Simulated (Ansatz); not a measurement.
Input file:

```yaml
crystal:
  periodic: [false, false, false]
  atoms:
    - {symbol: B, position_ang: [0.000000, 0.000000, 0.918503]}
    - {symbol: Be, position_ang: [0.000000, 0.000000, -1.173818]}
    - {symbol: H, position_ang: [0.000000, 1.120553, 1.657796]}
    - {symbol: H, position_ang: [0.000000, -1.120553, 1.657796]}
    - {symbol: H, position_ang: [0.000000, 0.000000, -2.671971]}
basis:
  gaussian: {orbitals: 6-31G}
hamiltonian: {xc: {name: B3LYP}}
```

```sh
$ ansatz run in.yaml --threads 1 --pin off --events-out ev --progress --plain --max-ram 2393MiB
```

Roughly how long does this take on 1 thread of Arm Neoverse V1, shared host, and how much host memory?

0.4 s wall and 0.07 GiB.

```
347 factors; integrals over basis functions are off by at most 3.1e-4 eV
mean field evaluation 1: about -1123.2087 eV, gradient 1.1e1 eV
mean field evaluation 2: about -1123.5481 eV, gradient 6.6e0 eV
mean field evaluation 4: about -1123.7339 eV, gradient 2.0e-1 eV
mean field evaluation 8: about -1123.7193 eV, gradient 1.3e-3 eV
mean field -1123.71929440 eV, -41.2959223849 hartree, gradient 1.6e-5 eV, S^2 0.000000; 0 other end points of the search recorded, 0 dependent functions left out
reference -1123.71950928 eV, -41.2959302817 hartree; 6, 6 occupied and 18, 18 virtual orbitals, 347 factors
Total energy: -1123.71950928 eV, -41.2959302817 hartree
```
